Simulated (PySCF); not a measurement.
# AlH4O−, a complex of two parts: interaction energy

An exercise on one series of results from a longer session: the logs are not shown, and one member is left open.

Computed with PySCF 2.14.0; each step states its level. No surroundings beyond the atoms listed, unless a continuum is named. Atoms count from 0, parts from 1.

## Starting point

6 atoms, charge -1, multiplicity 1; geometry: GFN2-xTB. Parts: 1 = atoms 0–3, `[AlH3]`, charge 0; 2 = atoms 4–5, `[OH-]`, charge -1.

Set-up of the first run:

Job settings and geometry (Å):

```
{"job": {"xc": "PBE0", "basis": "def2-SVPD", "d3": "d3bj", "grid": 2, "kind": "geom", "shake": 0.01}, "charge": -1, "multiplicity": 1, "parts": [{"atoms": "0-3", "charge": 0, "multiplicity": 1}, {"atoms": "4-5", "charge": -1, "multiplicity": 1}]}
Al    -0.297710    -0.451643    -0.069184
H      1.207453    -0.695833     0.394750
H     -1.168607     0.341742     1.085004
H     -0.309949     0.441570    -1.451319
O     -1.057624    -1.918759    -0.373685
H     -1.471670    -2.743414    -0.527948
```

On the command line:

```sh
$ OMP_NUM_THREADS=1 python cluster_run.py task.json out
```

This one command runs all jobs of the session in turn.

Steps of the session up to this table: Relaxing the molecule at PBE0-D3(BJ)/def2-SVPD; Coupled-cluster interaction energy: CCSD(T) and MP2.

One of the session's tables, all rows but one given; the rest of the session is left out.

It belongs to the step «Coupled-cluster interaction energy: CCSD(T) and MP2». 

```
                 method  interaction energy (kcal/mol)
         HF/aug-cc-pVDZ                        -110.70
        MP2/aug-cc-pVDZ                        -101.83
       CCSD/aug-cc-pVDZ                              ?
    CCSD(T)/aug-cc-pVDZ                        -102.27
         HF/aug-cc-pVTZ                        -114.85
        MP2/aug-cc-pVTZ                        -107.35
    SCS-MP2/aug-cc-pVTZ                        -106.93
      MP2, extrapolated                        -107.93
CCSD(T), limit estimate                        -108.36
```

**Question.** Estimate the row for CCSD/aug-cc-pVDZ.

The run gave: interaction energy (kcal/mol): -103.43. In the column «interaction energy (kcal/mol)» it lies between SCS-MP2/aug-cc-pVTZ (-106.93) and CCSD(T)/aug-cc-pVDZ (-102.27).

Caveats from the session: The interaction energy leaves out the deformation of the parts, 18.94 kcal/mol at MP2. So large a deformation means that a part is far from its own minimum, so a sum across the two methods would be rough.
